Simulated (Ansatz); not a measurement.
# BCl₂+ (quintet): the correlation ladder, def2-TZVPP

One table from this session's results is given with a row withheld; the runs are named, their logs left out.

Computed with Ansatz 0.2.0, Gaussian basis. Level: def2-TZVPP, core rule «outside noble gas», up to 11 orbitals frozen.

To be run: UHF; ROHF; CCSD(T) on UHF.

### The geometry

The geometry is a PBE0/def2-TZVP stationary point (not a proven minimum) of the parent state, kept for this charge and spin.

3 atoms, charge 1, spin multiplicity 5.

Atoms are counted from 1 here; the program's logs count them from 0.

Bond lengths: B1–Cl2 1.837 Å, B1–Cl3 1.837 Å. Angles: Cl2–B1–Cl3 89.7°.

As a file:

```xyz
3
BCl2
B     0.0000   -1.1301    0.0000
Cl    0.0000    0.1723   -1.2955
Cl    0.0000    0.1723    1.2955
```

The first run:

File in.yaml:

```yaml
crystal:
  periodic: [false, false, false]
  atoms:
    - {symbol: B, position_ang: [0.000000, -1.130054, 0.000000]}
    - {symbol: Cl, position_ang: [0.000000, 0.172299, -1.295539]}
    - {symbol: Cl, position_ang: [0.000000, 0.172299, 1.295539]}
basis:
  gaussian: {orbitals: def2-TZVPP}
total_charge: 1
magnetization: {spin_polarized: true, initial_magnetization: 4}
hamiltonian: {xc: hf}
output: {orbitals: {seedname: orbitals}}
```

On the command line:

```sh
ansatz run in.yaml --threads 1 --pin off --events-out ev --progress --plain --max-ram 4096MiB --backend cpu
```

Steps of the session up to this table: UHF; ROHF; CCSD(T) on UHF.

One table of the session follows, with a row left open; its other results are not shown here.

```
  method  from UCCSD(T) (kcal/mol)
    ROHF                   +286.26
     UHF                   +278.03
    UMP2                    +45.29
   UCCSD                         ?
UCCSD(T)                         0
```

Estimate the missing values for UCCSD.

As computed: from UCCSD(T) (kcal/mol): +12.82. In the column «from UCCSD(T) (kcal/mol)» it lies between UCCSD(T) (0) and UMP2 (+45.29).
